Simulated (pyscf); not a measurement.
H₃C–GaH–CH₃ (SMILES [CH3][GaH][CH3]) + HCl (SMILES Cl) -> CH₄ (SMILES C) + H₃C–GaH–Cl (SMILES [CH3][GaH][Cl]) (four-centre exchange; singlet surface; C–Ga, Cl–H broken, C–H, Cl–Ga formed). Single points on ωB97X-D3(BJ)/def2-SVP structures (PySCF, gas phase). Energies in kcal/mol from the separated reactants.

```json
[
 {"level": "PBE/def2-TZVP", "barrier": "1.1", "reaction energy": "-37.0"},
 {"level": "r²SCAN/def2-TZVP", "barrier": "0.2", "reaction energy": "-38.8"},
 {"level": "B3LYP-D3(BJ)/def2-TZVP", "barrier": "4.5", "reaction energy": "-38.5"},
 {"level": "PBE0-D3(BJ)/def2-TZVP", "barrier": "[?]", "reaction energy": "-37.7"},
 {"level": "M06-2X/def2-TZVP", "barrier": "[?]", "reaction energy": "[?]"},
 {"level": "HF/def2-TZVP", "barrier": "21.2", "reaction energy": "-42.3"}
]
```

Q: Complete the blanks.

A: 
- PBE0-D3(BJ)/def2-TZVP, barrier: 1.6
- M06-2X/def2-TZVP, barrier: 3.2
- M06-2X/def2-TZVP, reaction energy: -39.7

The functionals in the table span 4.3 kcal/mol in this barrier, from r²SCAN to B3LYP-D3(BJ). On the reactant side the descent ends in a complex, 6.5 kcal/mol under the separated species and 10.2 kcal/mol under the saddle at ωB97X-D3(BJ)/def2-TZVP. At ωB97X-D3(BJ)/def2-TZVP the barrier from the zero used here is 3.8 kcal/mol. This is the saddle that the search found; another between the same sides may lie lower. Elements up to Kr have no core potential and no relativistic terms here.
